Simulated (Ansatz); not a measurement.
Born–Oppenheimer molecular dynamics of AlFH2 (4 atoms, charge 0, multiplicity 1). It goes on from the last frame of an earlier run, with new velocities.

All numbers below come from RKS r2SCAN-D4/def2-mTZVP in Ansatz 0.2.0.

| Item | Value |
| --- | --- |
| ensemble | NVE (velocity Verlet) |
| time step | 1 fs |
| steps asked | 166 |
| starting velocities drawn for | 50 K |
| masses | H 10 u |
| seed | 699119 |

First frame:

```xyz
4
Properties=species:S:1:pos:R:3
Al -0.031 0.188 -0.231
F -0.593 0.494 1.343
H 1.364 -0.469 0.261
H -1.042 0.172 -1.499
```

(1) What does the run give?

(2) What happens to the structure?

(3) How do temperature and energy run in time?

Answers

(1) All steps were run.

```json
{
 "steps done": "166",
 "time covered": "166 fs",
 "mean temperature over the second half": "821 K",
 "spread of the potential energy over the second half": "18.2 meV per atom",
 "mean potential energy of the second half above the start": "-49.9 meV per atom"
}
```

The conserved energy stayed within 0.11 meV per atom of its start (net change -0.067 meV per atom), so the integration is sound. The kinetic energy rose, since the run started high on the potential surface and went downhill. A run of 0.17 ps of so small a system gives no equilibrium averages.

(2) The same pairs are bonded in the first frame and the last. Pairs count as bonded within 1.25 times the sum of covalent radii (0.12 Å more for H–H). The details hang on the random start.

(3) 
```tsv
time (fs)	T (K)	potential energy less start (eV)	conserved less start (meV/atom)
0.0	50	0.000	0.00
13.0	568	-0.134	-0.05
26.0	1344	-0.335	-0.09
39.0	1139	-0.282	-0.06
52.0	322	-0.070	-0.02
65.0	356	-0.079	-0.05
78.0	808	-0.196	-0.02
91.0	1307	-0.325	-0.09
104.0	687	-0.165	-0.03
117.0	522	-0.122	-0.06
130.0	436	-0.100	-0.01
143.0	1136	-0.281	-0.11
156.0	798	-0.194	-0.03
```

Time of the run: 3.9 min on 1 thread of Arm Neoverse V1, with other jobs on the host, peak memory 0.097 GiB.
